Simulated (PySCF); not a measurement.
Spectrum to structure. Theory: TDDFT CAM-B3LYP/def2-SVPD, vertical, gas phase, core orbitals frozen in the response in PySCF. Geometries: PBE0-D3(BJ)/def2-SVP, one conformer each.

```csv
state,E (eV),f,"main configurations (H = HOMO, L = LUMO)"
S1,4.87,0.0010,H-1→L (96%)
S2,5.61,0.221,H→L (98%)
S3,7.19,0.013,"H→L+1 (80%), H→L+2 (13%)"
S4,7.60,0.034,"H-1→L+1 (76%), H-1→L+3 (13%)"
S5,7.68,0.113,H-2→L (87%)
S6,7.78,0.0062,H-3→L (86%)
```

**Question.** Which structure fits?
A. `N#CCCS`
B. `C(=N\C)/CS`
C. `[H]/N=C(\C)C(=C)F`

**Answer.** C. Its S1, at 4.87 eV, is the lowest among the candidates; the nearest of the others has S1 at 5.12 eV. S1 is HOMO-1→LUMO (96%). Löwdin shares by element: HOMO carbon 58% or more, nitrogen 16%, fluorine 11%; LUMO carbon 57% or more, nitrogen 23% (atoms not listed hold the other 20%). At the same level the other candidates give, for their lowest levels:
- `N#CCCS`: 5.53 eV (f 0.005); 6.39 eV (f 0.029); 7.43 eV (f 0.020); 7.56 eV (f 0.000); 7.69 eV (f 0.022); T1 5.11 eV; HOMO -8.87, LUMO 0.40 eV
- `C/N=C/CS`: 5.12 eV (f 0.004); 5.53 eV (f 0.007); 5.95 eV (f 0.061); 6.84 eV (f 0.023); 7.23 eV (f 0.095); T1 4.33 eV; HOMO -8.42, LUMO 0.57 eV

The values belong to the conformer `[H]/[N:6]=[C:4](/[C:2](=[CH2:1])[F:3])[CH3:5]`: C1–C2–C4–C5 178°.
Triplets come from the Tamm–Dancoff approximation.
